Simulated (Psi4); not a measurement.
Complex: H2O (SMILES O) (first 3 atoms) with H2O (SMILES O); geometry from S66by8 set.
(charge 0, multiplicity 1):
```json
[
 {"atom": "O", "x (Å)": "-1.6250", "y (Å)": "-0.0428", "z (Å)": "0.0051"},
 {"atom": "H", "x (Å)": "-1.9450", "y (Å)": "0.8600", "z (Å)": "-0.0163"},
 {"atom": "H", "x (Å)": "-0.6653", "y (Å)": "0.0554", "z (Å)": "0.0004"},
 {"atom": "O", "x (Å)": "1.5473", "y (Å)": "0.0380", "z (Å)": "-0.0048"},
 {"atom": "H", "x (Å)": "1.9239", "y (Å)": "-0.4004", "z (Å)": "0.7613"},
 {"atom": "H", "x (Å)": "1.9196", "y (Å)": "-0.4382", "z (Å)": "-0.7502"}
]
```

Method: SAPT0/jun-cc-pV(D+d)Z run with Psi4.

### Question
Give the four SAPT terms and the total, and say what mostly holds the pair together.

### Answer
electrostatics -252.4, exchange 116.2, induction -40.5, dispersion -30.2, total -206.9 meV; the largest attraction is electrostatics.
